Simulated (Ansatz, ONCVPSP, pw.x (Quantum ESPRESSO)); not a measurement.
# From atom to crystal: ONCV potential for tin (Sn)

```
Element                 : Sn (Z = 50)
Generator               : ONCVPSP 4.0.1.1 (patched build)
Type                    : optimised norm-conserving Vanderbilt (ONCV)
Functional              : PBE
Relativity              : scalar-relativistic
Frozen core             : [Kr]
Valence charge          : 14
Reference configuration : 4d10 5s1.75 5p2.25
Partial waves           : 5s: rc 2.20 bohr, ncon 3, nbas 8, qcut 2.5 1/bohr, 2 projectors, debl 2.8 Ha; 5p: rc 2.30 bohr, ncon 3, nbas 7, qcut 4 1/bohr, 2 projectors, debl 1.6 Ha; 4d: rc 1.30 bohr, ncon 4, nbas 9, qcut 11.2 1/bohr, local
Local potential         : the d channel
Core correction         : Teter function, fcfact 2.75, rcfact 1.8
```

Crystal test: diamond Sn in pw.x 7.5, no spin, 8³ k-points, Fermi–Dirac smearing 0.01 Ry, cutoffs 120/480 Ry. The reference is all-electron LAPW (Ansatz 0.2.0) with the same functional, mesh and smearing; V0 and B0 come from Birch–Murnaghan fits to the pressures at five volumes. Errors are pseudo minus all-electron; Δ is the rms difference of the E(V) curves that follow from these fits, minima aligned, over ±6 % about the mean V0. Mesh and smearing are coarse, so the numbers serve the comparison and aren't converged zero-temperature values; the lattice is a test structure that the element need not adopt.

| V (Å³/atom) | P all-electron (GPa) | P pseudo (GPa) |
| --- | --- | --- |
| 34.936 | 2.25 | -2.69 |
| 35.856 | 1.13 | -2.89 |
| 36.775 | 0.16 | -3.05 |
| 37.694 | -0.67 | -3.16 |
| 38.614 | -1.39 | -3.23 |

All-electron: a0 = 6.661 Å (V0 = 36.95 Å³/atom), B0 = 35.1 GPa.

Pseudopotential: mean pressure error (GPa): -3.30. The pressure does not cross zero within the volumes sampled, so no fit is given. This is a poor potential for the solid. Note: ghosts flagged at negative energy: s at -74.9 eV, p at -6.3 eV; no localised positive-energy state flagged. A true bound ghost makes a file unfit for plane-wave use.

Question: At the middle volume, how do free energy and pressure move when the wave cutoff is lowered (ecutrho kept at four times it)?

Answer:

```csv
cutoff (Ry),shift of F (meV/atom),shift of P (GPa)
54,+15714.1,-197.93
72,+2029.7,-57.09
96,+494.0,-11.88
```

The run at the middle volume (29 k-points, 12 iterations) took about 1.9 min on one core of a shared host (Intel(R) Xeon(R) 6975P-C, 192 threads, 378 GiB, load 78).
